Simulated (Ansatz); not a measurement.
**BH3OSi: one species, many methods**

The task here is to estimate one member of a computed series from the others.

Program: Ansatz 0.2.0, Gaussian basis. Level of theory: functionals in def2-TZVPP, the program's frozen cores in correlated methods. These are calculated values, not measurements.

Plan: LDA (SPW92), PBE-D4, revPBE-D4, BLYP-D4, r2SCAN-D4, B97M-V, PBE0-D4, B3LYP-D4, r2SCANh-D4, r2SCAN0-D4, HSE06-D4, BHLYP-D4, CAM-B3LYP-D4, LC-ωPBE, ωB97X-V, ωB97M-V, B2PLYP, PBE-QIDH; CCSD(T)/def2-SVP; CCSD(T)/def2-TZVPP; MP2/def2-QZVPP; extrapolation to the limit; RPA on PBE.

1 further run of the same task is left out (it didn't finish).

**Structure used throughout**

All runs share one geometry, relaxed beforehand with PBE0-D4 in a triple-zeta def2 set.

6 atoms, charge 0, spin multiplicity 1.

Atoms are counted from 1 here; the program's logs count them from 0.

Bond lengths: B1–O2 1.340 Å, B1–Si3 1.899 Å, B1–H4 1.189 Å, O2–Si3 1.753 Å, Si3–H5 1.482 Å, Si3–H6 1.482 Å. Angles: O2–B1–Si3 62.8°, O2–B1–H4 131.5°, Si3–B1–H4 165.7°, B1–O2–Si3 74.4°, B1–Si3–O2 42.8°, B1–Si3–H5 124.3°, B1–Si3–H6 124.3°, O2–Si3–H5 111.3°, O2–Si3–H6 111.3°, H5–Si3–H6 110.8°.

Set-up of the first run:

Contents of in.yaml:

```yaml
crystal:
  periodic: [false, false, false]
  atoms:
    - {symbol: B, position_ang: [-0.945531, -0.528962, -0.398424]}
    - {symbol: O, position_ang: [0.175557, -1.131407, 0.019856]}
    - {symbol: Si, position_ang: [0.471060, 0.587370, 0.194528]}
    - {symbol: H, position_ang: [-1.968809, -0.970008, -0.814227]}
    - {symbol: H, position_ang: [1.599203, 1.028372, -0.658593]}
    - {symbol: H, position_ang: [0.710622, 0.950536, 1.610763]}
basis:
  gaussian: {orbitals: def2-TZVPP}
hamiltonian: {xc: lda}
output: {orbitals: {seedname: orbitals}}
```

On the command line:

```sh
$ ansatz run in.yaml --threads 2 --pin off --events-out ev --progress --plain --max-ram 4352MiB
```

Steps of the session up to this table: LDA; PBE-D4 (GGA); revPBE-D4 (GGA); BLYP-D4 (GGA); r2SCAN-D4 (meta-GGA); B97M-V (meta-GGA); PBE0-D4 (hybrid); B3LYP-D4 (hybrid); r2SCANh-D4 (hybrid); r2SCAN0-D4 (hybrid); HSE06-D4 (hybrid); BHLYP-D4 (hybrid); CAM-B3LYP-D4 (range-separated); LC-ωPBE (range-separated); ωB97X-V (range-separated); ωB97M-V (range-separated); B2PLYP (double hybrid); PBE-QIDH (double hybrid).

One table of the session follows, with a row left open; its other results are not shown here.

It belongs to the step «Frontier levels by functional». 

| functional | HOMO (eV) | gap (eV) |
| --- | --- | --- |
| LDA (SPW92) | -6.10 | 3.82 |
| PBE-D4 | ? | ? |
| revPBE-D4 | -5.93 | 3.98 |
| BLYP-D4 | -5.85 | 3.97 |
| r2SCAN-D4 | -6.17 | 4.44 |
| B97M-V | -6.24 | 4.46 |
| PBE0-D4 | -7.11 | 6.10 |
| B3LYP-D4 | -6.92 | 5.69 |
| r2SCANh-D4 | -6.60 | 5.23 |
| r2SCAN0-D4 | -7.24 | 6.40 |
| HSE06-D4 | -6.71 | 5.31 |
| BHLYP-D4 | -8.15 | 8.21 |
| CAM-B3LYP-D4 | -8.43 | 8.58 |
| LC-ωPBE | -9.74 | 11.09 |
| ωB97X-V | -9.40 | 10.64 |
| ωB97M-V | -9.24 | 10.24 |

Estimate the missing values for PBE-D4.

**Answer.** HOMO (eV): -5.98; gap (eV): 3.94. In the column «HOMO (eV)» it lies between LDA (SPW92) (-6.10) and revPBE-D4 (-5.93).
